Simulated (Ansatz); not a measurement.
`C#COCC` and `C#CSCC` differ in one element.

Ansatz, PBE0-D4/def2-TZVP geometries, multiplicity 1. Each molecule was computed in one conformer, which needn't be the lowest.

```tsv
property	`C#COCC`
HOMO–LUMO gap (B3LYP/def2-TZVPP) / eV	7.50
HOMO energy (PBE0/def2-TZVPP) / eV	-6.95
HOMO energy (ωB97M-V/def2-TZVPP) / eV	-9.22
HOMO energy (B3LYP/def2-TZVPP) / eV	-6.72
LUMO energy (PBE/def2-TZVPP) / eV	0.31
zero-point energy (PBE0-D4/def2-TZVP) / kJ/mol	234.3
```

**Question.** Give the same properties after the change, and the shifts. (Best estimate.)

**Answer.** Ansatz gave: 
| property | `C#CSCC` | shift |
| --- | --- | --- |
| HOMO–LUMO gap (B3LYP/def2-TZVPP) / eV | 5.88 | -1.62 |
| HOMO energy (PBE0/def2-TZVPP) / eV | -6.48 | 0.47 |
| HOMO energy (ωB97M-V/def2-TZVPP) / eV | -8.59 | 0.63 |
| HOMO energy (B3LYP/def2-TZVPP) / eV | -6.26 | 0.46 |
| LUMO energy (PBE/def2-TZVPP) / eV | -1.14 | -1.45 |
| zero-point energy (PBE0-D4/def2-TZVP) / kJ/mol | 225.9 | -8.4 |

With PBE0 the HOMO rises by 0.47 eV and the LUMO falls by 1.29 eV, so the gap narrows by about 1.76 eV. PBE moves the HOMO by 0.30 eV and ωB97M-V by 0.63 eV.

Positive LUMOs are unbound, so they and the gaps depend on the basis.

B3LYP here is the variant with VWN-RPA as its local correlation; programs differ in this.
